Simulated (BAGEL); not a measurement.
**CH7BSi (SMILES CB[SiH3]): HF/3-21G (density fitting with qzvpp-jkfit)**

What is the vertical singlet–triplet gap of CH7BSi at HF/3-21G (density fitting with qzvpp-jkfit)? 

The results are computed with BAGEL 1.2.2.

### 1 The molecule

The species is CH7BSi (10 atoms), meant as a singlet with charge 0. SMILES: `CB[SiH3]`. The coordinates come from a PBE0-D4/def2-TZVP relaxation.

Bond lengths: C1–B2 1.550 Å, B2–Si3 2.018 Å, C1–H4 1.106 Å, C1–H5 1.092 Å, C1–H6 1.091 Å, B2–H7 1.201 Å, Si3–H8 1.491 Å, Si3–H9 1.491 Å, Si3–H10 1.494 Å. Some angles: C1–B2–Si3 124.4°, C1–B2–H7 118.6°, Si3–B2–H7 117.0°, B2–C1–H4 102.7°, B2–C1–H5 114.9°, B2–C1–H6 116.1°, B2–Si3–H8 111.7°, B2–Si3–H9 114.0°, B2–Si3–H10 107.9°, H4–C1–H5 105.3°.

### 2 A single-point energy at HF/3-21G (density fitting with qzvpp-jkfit)

job.json

```json
{ "bagel": [

{
  "title": "molecule",
  "basis": "3-21g",
  "df_basis": "qzvpp-jkfit",
  "angstrom": true,
  "geometry": [
    { "atom": "C", "xyz": [      -1.087900,       0.975000,      -0.576900 ] },
    { "atom": "B", "xyz": [       0.112000,       0.000300,      -0.689900 ] },
    { "atom": "Si", "xyz": [       1.014100,      -0.883100,       0.884800 ] },
    { "atom": "H", "xyz": [      -1.958400,       0.307500,      -0.716200 ] },
    { "atom": "H", "xyz": [      -1.157900,       1.712200,      -1.380000 ] },
    { "atom": "H", "xyz": [      -1.228600,       1.454100,       0.393400 ] },
    { "atom": "H", "xyz": [       0.516800,      -0.288200,      -1.783700 ] },
    { "atom": "H", "xyz": [       1.154200,      -2.354100,       0.685500 ] },
    { "atom": "H", "xyz": [       0.324900,      -0.654200,       2.186700 ] },
    { "atom": "H", "xyz": [       2.393700,      -0.320800,       0.999300 ] }
  ]
},

{
  "title": "hf",
  "charge": 0
},

{
  "title": "print",
  "file": "orbitals.molden",
  "orbitals": true
}

]}
```

Launch:

```bash
$ BAGEL_NUM_THREADS=1 BAGEL job.json > job.out
```

Log:

```text
* using 1 threads per process

  ===============================================================
  ===============================================================

  *** Geometry ***

  { "atom" : "C", "xyz" : [     -2.055833,      1.842483,     -1.090183 ] },
  { "atom" : "B", "xyz" : [      0.211649,      0.000567,     -1.303722 ] },
  { "atom" : "Si", "xyz" : [      1.916371,     -1.668817,      1.672030 ] },
  { "atom" : "H", "xyz" : [     -3.700840,      0.581091,     -1.353422 ] },
  { "atom" : "H", "xyz" : [     -2.188114,      3.235589,     -2.607822 ] },
  { "atom" : "H", "xyz" : [     -2.321718,      2.747851,      0.743418 ] },
  { "atom" : "H", "xyz" : [      0.976610,     -0.544619,     -3.370704 ] },
  { "atom" : "H", "xyz" : [      2.181122,     -4.448604,      1.295407 ] },
  { "atom" : "H", "xyz" : [      0.613972,     -1.236259,      4.132264 ] },
  { "atom" : "H", "xyz" : [      4.523437,     -0.606224,      1.888403 ] },

  Number of auxiliary basis functions:      404

  Since a DF basis is specified, we compute 2- and 3-index integrals:
    o Being stored without compression. Storage requirement is 0.007 GB

  Number of basis functions:       45
  Number of electrons      :       32

    * METHOD: MOLECULE                             0.11

  *** RHF ***

  === Nuclear Repulsion ===
    91.0613288949

      * DIIS with orbital gradients will be used.

  === RHF iteration (3-21g) ===
      0       -353.56674022          0.01688758           0.02
      1       -353.61726629          0.00502536           0.02
      2       -353.62232662          0.00160621           0.02
      3       -353.62290175          0.00014684           0.02
      4       -353.62291213          0.00002627           0.02
      5       -353.62291242          0.00000655           0.02
      6       -353.62291244          0.00000174           0.02
      7       -353.62291245          0.00000066           0.02
      8       -353.62291245          0.00000015           0.02
      9       -353.62291245          0.00000005           0.02
     10       -353.62291245          0.00000002           0.02
     11       -353.62291245          0.00000001           0.02
    * SCF iteration converged.

    * Permanent dipole moment:
           (    0.344594,    -0.203179,     0.216649) a.u.

    * METHOD: HF                                   0.28

    * METHOD: PRINT                                0.01

  ===============================================================
```

It took 0.56 s on 1 thread of Arm Neoverse V1, shared host.

### 3 The triplet at the same level

calc.json

```json
{ "bagel" : [

{
  "title" : "molecule",
  "basis" : "3-21g",
  "df_basis" : "qzvpp-jkfit",
  "angstrom" : true,
  "geometry" : [
    { "atom" : "C", "xyz" : [      -1.087900,       0.975000,      -0.576900 ] },
    { "atom" : "B", "xyz" : [       0.112000,       0.000300,      -0.689900 ] },
    { "atom" : "Si", "xyz" : [       1.014100,      -0.883100,       0.884800 ] },
    { "atom" : "H", "xyz" : [      -1.958400,       0.307500,      -0.716200 ] },
    { "atom" : "H", "xyz" : [      -1.157900,       1.712200,      -1.380000 ] },
    { "atom" : "H", "xyz" : [      -1.228600,       1.454100,       0.393400 ] },
    { "atom" : "H", "xyz" : [       0.516800,      -0.288200,      -1.783700 ] },
    { "atom" : "H", "xyz" : [       1.154200,      -2.354100,       0.685500 ] },
    { "atom" : "H", "xyz" : [       0.324900,      -0.654200,       2.186700 ] },
    { "atom" : "H", "xyz" : [       2.393700,      -0.320800,       0.999300 ] }
  ]
},

{
  "title" : "uhf",
  "nopen" : 2
},

{
  "title" : "print",
  "file" : "orbitals.molden",
  "orbitals" : true
}

]}
```

Launch:

```bash
$ BAGEL_NUM_THREADS=1 BAGEL calc.json > calc.out
```

Log:

```text
* using 1 threads per process

  ===============================================================
  ===============================================================

  *** Geometry ***

  { "atom" : "C", "xyz" : [     -2.055833,      1.842483,     -1.090183 ] },
  { "atom" : "B", "xyz" : [      0.211649,      0.000567,     -1.303722 ] },
  { "atom" : "Si", "xyz" : [      1.916371,     -1.668817,      1.672030 ] },
  { "atom" : "H", "xyz" : [     -3.700840,      0.581091,     -1.353422 ] },
  { "atom" : "H", "xyz" : [     -2.188114,      3.235589,     -2.607822 ] },
  { "atom" : "H", "xyz" : [     -2.321718,      2.747851,      0.743418 ] },
  { "atom" : "H", "xyz" : [      0.976610,     -0.544619,     -3.370704 ] },
  { "atom" : "H", "xyz" : [      2.181122,     -4.448604,      1.295407 ] },
  { "atom" : "H", "xyz" : [      0.613972,     -1.236259,      4.132264 ] },
  { "atom" : "H", "xyz" : [      4.523437,     -0.606224,      1.888403 ] },

  Number of auxiliary basis functions:      404

  Since a DF basis is specified, we compute 2- and 3-index integrals:
    o Being stored without compression. Storage requirement is 0.007 GB

  Number of basis functions:       45
  Number of electrons      :       32

    * METHOD: MOLECULE                             0.11

  *** Open-shell HF ***

  === Nuclear Repulsion ===
    91.0613288949

      * DIIS with orbital gradients will be used.

  === UHF iteration (3-21g) ===
      0       -353.40047043          0.03457253           0.03
      1       -353.46357733          0.01088471           0.03
      2       -353.47130225          0.00501863           0.03
      3       -353.47273262          0.00157154           0.03
      4       -353.47327452          0.00054885           0.03
      5       -353.47339022          0.00023315           0.03
      6       -353.47341888          0.00013633           0.03
      7       -353.47342947          0.00007821           0.03
      8       -353.47343340          0.00004763           0.03
      9       -353.47343513          0.00002122           0.03
     10       -353.47343549          0.00000618           0.03
     11       -353.47343552          0.00000165           0.03
     12       -353.47343552          0.00000061           0.03
     13       -353.47343552          0.00000027           0.03
     14       -353.47343552          0.00000014           0.03
     15       -353.47343552          0.00000007           0.03
     16       -353.47343552          0.00000004           0.03
     17       -353.47343552          0.00000002           0.03
     18       -353.47343552          0.00000001           0.03
     19       -353.47343552          0.00000001           0.03
    * SCF iteration converged.

    * S^2 (UHF) is 2.0102

    * Permanent dipole moment:
           (   -0.151996,     0.284786,    -0.639806) a.u.

    * METHOD: UHF                                  0.77

    * METHOD: PRINT                                0.01

  ===============================================================
```

It took 1.1 s on 1 thread of Arm Neoverse V1, shared host.

### 4 Results

At HF/3-21G (density fitting with qzvpp-jkfit):

```
                                        quantity          value
                           singlet: total energy  -353.62291 Eh
                          singlet: dipole moment         1.16 D
                            singlet: HOMO energy      -10.83 eV
                            singlet: LUMO energy        2.05 eV
                          singlet: HOMO–LUMO gap       12.88 eV
                           triplet: total energy  -353.47344 Eh
                          triplet: dipole moment         1.82 D
                                   triplet: ⟨S²⟩          2.010
vertical energy of the triplet above the singlet       4.067 eV
```

What this shows: At this shape the triplet lies 4.07 eV (94 kcal/mol) above the singlet.
